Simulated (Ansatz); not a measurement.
# Fluorine (F2): small, medium and large basis sets

The task here is to estimate one member of a computed series from the others.

Method: one geometry, several basis sets; program: Ansatz 0.2.0, Gaussian basis.

The runs, in order: PBE0-D4/def2-SVP; ωB97M-V/def2-SVP; PBE0-D4/def2-QZVPP; ωB97M-V/def2-QZVPP; CCSD(T)/cc-pV(D+d)Z; CCSD(T)/cc-pV(T+d)Z; CCSD(T)/cc-pV(Q+d)Z; the functionals' def2-TZVPP values are taken from earlier runs.

**Structure used throughout**

The geometry comes from an earlier relaxation with PBE0-D4 in a triple-zeta def2 set; it is a stationary point.

SMILES `FF`, 2 atoms, charge 0, spin multiplicity 1.

Atoms are counted from 1 here; the program's logs count them from 0.

Bond lengths: F1–F2 1.376 Å.

The first run:

The input, in.yaml:

```yaml
crystal:
  periodic: [false, false, false]
  atoms:
    - {symbol: F, position_ang: [-0.583942, 0.212406, -0.294954]}
    - {symbol: F, position_ang: [0.583942, -0.212406, 0.294954]}
basis:
  gaussian: {orbitals: def2-SVP}
hamiltonian: {xc: pbe0, dispersion: d4}
output: {orbitals: {seedname: orbitals}}
```

Among the steps run: PBE0-D4 in def2-SVP; ωB97M-V in def2-SVP; PBE0-D4 in def2-QZVPP; ωB97M-V in def2-QZVPP.

One of the session's tables, all rows but one given; the rest of the session is left out.

```
functional       basis  HOMO (eV)  LUMO (eV)
   PBE0-D4    def2-SVP     -11.30      -2.84
   PBE0-D4  def2-TZVPP     -11.59      -3.21
   PBE0-D4  def2-QZVPP     -11.62      -3.27
   ωB97M-V    def2-SVP     -13.85      -0.03
   ωB97M-V  def2-TZVPP          ?          ?
   ωB97M-V  def2-QZVPP     -14.22      -0.60
```

**Question.** Estimate the row for ωB97M-V, def2-TZVPP.

The run gave: HOMO (eV): -14.17; LUMO (eV): -0.49. In the column «HOMO (eV)» it lies between ωB97M-V, def2-QZVPP (-14.22) and ωB97M-V, def2-SVP (-13.85).
